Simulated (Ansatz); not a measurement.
Compare A (`NCC1CO1`) with its isomer B (`C=C(N)OC`).

Computed with Ansatz on PBE0-D4/def2-TZVP structures; ΔE is electronic, products minus reactants. CCSD(T)/CBS adds triple-zeta CCSD(T) − MP2 to the extrapolated MP2 energy (def2 sets, frozen cores). DFT in def2-TZVPP. B3LYP here is the variant with VWN-RPA as its local correlation; programs differ in this. One conformer a species, not always the lowest.

(1) Which isomer does CCSD(T)/CBS put lower? Give the gap. (An estimate is asked.)

(2) Give E(B) − E(A) in kcal/mol with r2SCAN-D4, B3LYP, B3LYP-D4, ωB97M-V, PBE-D4, PBE0-D4, CCSD(T)/def2-TZVPP. (Best estimate.)

Largest T1 diagnostic: 0.012.

Answers

(1) The calculation gave: B, by 13.6 kcal/mol.

(2) The calculation gave: r2SCAN-D4 -15.3, B3LYP -16.9, B3LYP-D4 -17.3, ωB97M-V -14.3, PBE-D4 -13.6, PBE0-D4 -13.1, CCSD(T)/def2-TZVPP -13.3. None reverses the order clearly.

In def2-TZVPP, CCSD(T) changes the Hartree–Fock value by +4.3 kcal/mol (the triples alone add −0.1 kcal/mol) and MP2 by +5.2 kcal/mol.
